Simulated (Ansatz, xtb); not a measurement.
Ligand exchange: SiH2(CH3)2 + HCl → SiH2(CH3)Cl + CH4

Gas-phase species: SiH2(CH3)2 (dimethylsilane), singlet; HCl (hydrogen chloride), singlet; SiH2(CH3)Cl ((chlorosilyl)methane), singlet; CH4 (methane) `C`, singlet. The partners trade CH3 for Cl: Si–CH3 and H–Cl bonds give way to Si–Cl and H–CH3.

Shapes, held fixed at every level: PBE0-D4/def2-TZVP. Programs: Ansatz 0.2.0, xtb 6.7.1. The zero-point and thermal change to 298 K, harmonic and unscaled (PBE0-D4/def2-TZVP), is +7.6 kJ/mol.

Problem. Estimate ΔH(298 K) of this reaction.

Solution. The highest level, CCSD(T)/CBS estimate, gives ΔH(298 K) = -100.6 kJ/mol; the levels span -144.4 to -95.8. The column of differences is taken from that level and isn't an error. No measured value is set beside it here. The CBS estimate extrapolates MP2 from def2-TZVPP and def2-QZVPP and adds CCSD(T) − MP2 in the triple-zeta set, cores frozen.

```csv
level,kind,ΔH(298 K) (kJ/mol),less CCSD(T)/CBS estimate
GFN2-xTB,semi-empirical,-144.4,-43.8
PBE-D4/def2-TZVPP,GGA,-97.8,+2.8
B3LYP-D4/def2-TZVPP,global hybrid,-102.5,-1.9
r2SCAN0-D4/def2-TZVPP,global hybrid,-103.8,-3.2
MP2/def2-SVP,perturbation theory,-99.2,+1.4
CCSD(T)/def2-SVP,coupled cluster or CI,-95.8,+4.8
CCSD(T)/def2-TZVPP,coupled cluster or CI,-97.0,+3.6
CCSD(T)/CBS estimate,coupled cluster or CI,-100.6,0.0
```
